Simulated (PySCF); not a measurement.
Compound: C₅H₉N.
Z-matrix (Å and degrees, GFN2-xTB geometry), rows numbered from 1:
```
C 
N   1  1.4435
C   2  1.4429  1  115.77
C   2  1.3465  1  118.09  3   149.74
C   4  1.3068  2  152.50  1    19.89
C   4  1.4919  2  142.42  1  -171.20
H   1  1.0877  2  109.03  3   177.18
H   1  1.0980  2  112.11  3   -62.28
H   1  1.0916  2  109.17  3    58.02
H   3  1.0879  2  109.26  1  -179.85
H   3  1.0982  2  112.09  1    59.48
H   3  1.0919  2  109.21  1   -60.64
H   5  1.0589  4  151.63  6  -178.35
H   6  1.0886  4  119.73  5  -106.57
H   6  1.0884  4  119.80  5   106.51
```

The computed photoelectron lines, unassigned: C 1s: 289.23 (area 1), 290.36 (area 1), 291.02 (area 1), 291.67 (area 2) eV; N 1s: 405.46 eV.

The calculation used delta-SCF UKS SCAN, pcX-2 on the ionised atom, pcseg-1 elsewhere, spin-free X2C (PySCF). Isolated species at its GFN2-xTB geometry (one conformer only).

(1) Assign the C 1s lines to atoms.

Answers

(1) 289.23 eV: C5 (alkene CH carbon); 290.36 eV: C6 (allylic carbon); 291.02 eV: C4 (vinylic carbon bearing nitrogen); 291.67 eV: C1/C3 (N-methyl carbon). The listed C 1s values span 2.44 eV, from C5 (bonded to C (double bond), C and H) to C1/C3 (bonded to N and 3 H). The widest gap between neighbouring values is 1.13 eV, between 289.23 and 290.36 eV.

Bonded neighbours of each site: C1/C3: N and 3 H; N2: 3 C; C4: N, C (double bond) and C; C5: C (double bond), C and H; C6: 2 C and 2 H.

What is the C 1s shift of C4 against C6?

291.02 − 290.36 = +0.66 eV, or +64 kJ/mol.

Topologically equivalent atoms share the value of their first member; where this conformer doesn't relate them by symmetry, their own values could differ. Spin contamination (⟨S²⟩ against 0.75 for a pure doublet) is marked for C 1s of C4 (0.87), which makes this value less certain.
